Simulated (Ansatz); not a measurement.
BSiH4 (SMILES [BH][SiH3]): methods side by side

BSiH4: 6 atoms, total charge 0, spin state doublet. As SMILES, `[BH][SiH3]`. The shape is that of a GFN2-xTB optimisation.

| atom | x (Å) | y (Å) | z (Å) |
| --- | --- | --- | --- |
| B | 0.9385 | -0.8301 | 0.6514 |
| Si | -0.2687 | 0.3784 | -0.1983 |
| H | 1.2069 | -1.9213 | 0.9296 |
| H | -1.5115 | -0.1384 | -0.8202 |
| H | 0.3927 | 1.1027 | -1.3009 |
| H | -0.7579 | 1.4086 | 0.7384 |

Each level gives the energy change with the B1–H3 bond stretched from 1.158 to 1.736 Å (eV). The values are calculated.

```tsv
level	kind	program	value (eV)	less FCI/STO-3G	CPU time (all runs)
UHF/STO-3G	Hartree–Fock	Ansatz	2.92	+0.73	0.48 s
USVWN5/STO-3G	LDA	Ansatz	2.29	+0.10	2.8 s
U-r2SCAN/STO-3G	meta-GGA	Ansatz	2.40	+0.21	14 s
U-r2SCAN0/STO-3G	hybrid meta-GGA	Ansatz	2.58	+0.39	15 s
U-wB97X/STO-3G	range-separated hybrid	Ansatz	2.52	+0.33	39 s
RPA@PBE/STO-3G	RPA	Ansatz	2.12	-0.07	10 s
UCCSDTQ/STO-3G	coupled cluster or CI	Ansatz	2.19	0.00	97 s
FCI/STO-3G	exact in the basis	Ansatz	2.19	0.00	16 s
```

FCI/STO-3G is exact within its basis and frozen core, so for wave-function methods in that basis the difference is their error; functionals converge differently with the basis, so for them it is only a difference. The first shape isn't each level's own minimum. The values span 2.12 to 2.92 eV. Spin contamination of the reference (⟨S²⟩ at least 0.1 too high) touches UHF/STO-3G, UCCSDTQ/STO-3G. All rows use very small basis sets, so even the best lies far from the true value. Times are those of the runs behind each value, whatever else they computed, on shared processors of several kinds: orders of magnitude only.
